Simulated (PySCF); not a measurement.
**B₂H, doublet along the angle B2-B1-H3**

Starting geometry (PBE0/def2-TZVP stationary point for this spin, not checked as a minimum):

```xyz
3

B     0.0000    0.0000    0.1151
B     0.0000    0.0000   -1.4076
H     0.0000    0.0000    1.2925
```

From there the angle named below is changed in its plane at fixed bond lengths, both arms turning rigidly about the middle atom; atoms are numbered as listed. Energies are in eV, counted from the starting geometry at the same level.

Basis 6-31G; PySCF 2.14.0. Correlated methods freeze the noble-gas cores. R marks a restricted (for open shells ROHF) determinant.

The determinant for coupled cluster was chosen by trial CCSD, here up to 0.29 eV above the lowest Hartree–Fock solution of its kind, and MP2 stands on that determinant too. The determinant at some points fills πx and πy unequally, so it is a mixture of Σ and Δ, which weighs on every level built on one determinant. A value is left out where its run failed or describes another state than the reference as far as symmetry and spin tell, or, spin-broken singlets apart, can't be checked.

Full CI is exact within this basis and frozen core; it isn't the basis-set limit.

| angle B2-B1-H3 (°) | full CI | unpaired electrons (full CI) | error RMP2 | error RCCSD | error RCCSD(T) | error RCCSDT |
| --- | --- | --- | --- | --- | --- | --- |
| 72.7 | 0.329 | 1.73 | 0.316 | 0.144 | -0.098 | 0.004 |
| 87.9 | 0.196 | 1.69 | 0.407 | 0.118 | -0.107 | -0.003 |
| 103.9 | 0.046 | 1.67 | 0.458 | 0.105 | -0.101 | -0.009 |
| 120.8 | -0.067 | 1.71 | 0.483 | 0.101 | -0.091 | -0.012 |
| 142.3 | -0.079 | 1.92 | 0.508 | 0.114 | -0.094 | -0.011 |
| 155.2 | -0.022 | 2.33 | – | – | – | – |
| 180.0 | 0.000 | 3.03 | 0.000 | 0.000 | 0.000 | 0.000 |

Unpaired electrons are Σ n²(2−n)² over natural occupations. Errors are those of relative energies. In total energy the starting point itself misses full CI by: RMP2 1.005, RCCSD 0.222, RCCSD(T) 0.135, RCCSDT 0.033 eV.

Spread of the error over the points with a reference, to 180.0 ° (largest less smallest): RCCSDT 0.016 (6 of 7 points), RCCSD(T) 0.107 (6 of 7 points), RCCSD 0.144 (6 of 7 points), RMP2 0.508 (6 of 7 points) eV.
